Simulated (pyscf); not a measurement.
Thermochemistry of product channels of H₃Si–NH–SiH₃ + water (H₂O) on the singlet surface, in eV, from ωB97M-D3(BJ)/def2-TZVP energies (ideal gas, 1 atm, RRHO with modes under 100 cm⁻¹ raised to 100, one conformer, R ln 2 for chiral ones without a mode under 150 cm⁻¹). Single points on ωB97X-D3(BJ)/def2-SVP structures (PySCF, gas phase).

```csv
products,ΔE,ΔH(298 K),ΔG(298 K),ΔG(900 K)
silanol (HO–SiH₃) + silylamine (H₂N–SiH₃),?,-0.35,-0.39,-0.47
HO–SiH₂–NH–SiH₃ + hydrogen (H₂),-0.95,-1.06,-0.96,?
```

Problem. Complete the blanks.

Solution. 
- silanol (HO–SiH₃) + silylamine (H₂N–SiH₃), ΔE: -0.34
- HO–SiH₂–NH–SiH₃ + hydrogen (H₂), ΔG(900 K): -0.81

These are energies of the channels, which say nothing of barriers. HO–SiH₂–NH–SiH₃ lies 0.53 eV over its isomer H₂N–SiH₂–O–SiH₃ (electronic energy, ωB97M-D3(BJ)/def2-TZVP).
